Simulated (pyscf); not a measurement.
Thermochemistry of product channels of Cl–GaH₂ + HF on the singlet surface, in eV, from ωB97M-D3(BJ)/def2-TZVP energies (ideal gas, 1 atm, RRHO with modes under 100 cm⁻¹ raised to 100, one conformer, R ln 2 for rigid chiral ones). Structures and frequencies: ωB97X-D3(BJ)/def2-SVP in PySCF.

```json
[
 {"products": "F–Cl + GaH₃", "ΔE": "+4.33", "ΔH(298 K)": "+4.23", "ΔG(900 K)": "+4.26", "ΔG(1200 K)": "+4.27"},
 {"products": "HCl + F–GaH₂", "ΔE": "+0.26", "ΔH(298 K)": "+0.21", "ΔG(900 K)": "+0.20", "ΔG(1200 K)": "+0.20"},
 {"products": "F–GaH–Cl + H₂", "ΔE": "-0.74", "ΔH(298 K)": "-0.83", "ΔG(900 K)": "-0.74", "ΔG(1200 K)": "-0.73"}
]
```

These are energies of the channels, which say nothing of barriers. Elements up to Kr have no core potential and no relativistic terms here.
